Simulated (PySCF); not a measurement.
Gas-phase reaction: 3 CH₂CF₂ + 2 C₅H₈ (cyclic) = 3 CH₃CHF₂ + 5 C₂H₂ (acetylene)

Energies from PySCF, thermal terms from the rigid-rotor harmonic-oscillator model, ideal gas at 1 bar. † marks an energy on the PBE0/def2-TZVP geometry and frequencies; other levels use their own. MP2 freezes the core. 6-31G* has spherical d functions here. All species are closed-shell singlets. B3LYP is the form with VWN-RPA correlation. MP2 isn't extrapolated to the basis-set limit.

```csv
level,"ΔH°(298 K), kJ"
B3LYP/6-31G*,736
HF/def2-TZVP†,534
MP2/def2-SVP†,[?]
ωB97M-V/def2-TZVP†,[?]
ωB97X-V/def2-TZVP†,710
```

**Question.** What belongs in the gaps?

**Answer.** 
- MP2/def2-SVP†, ΔH°(298 K), kJ: 665
- ωB97M-V/def2-TZVP†, ΔH°(298 K), kJ: 667
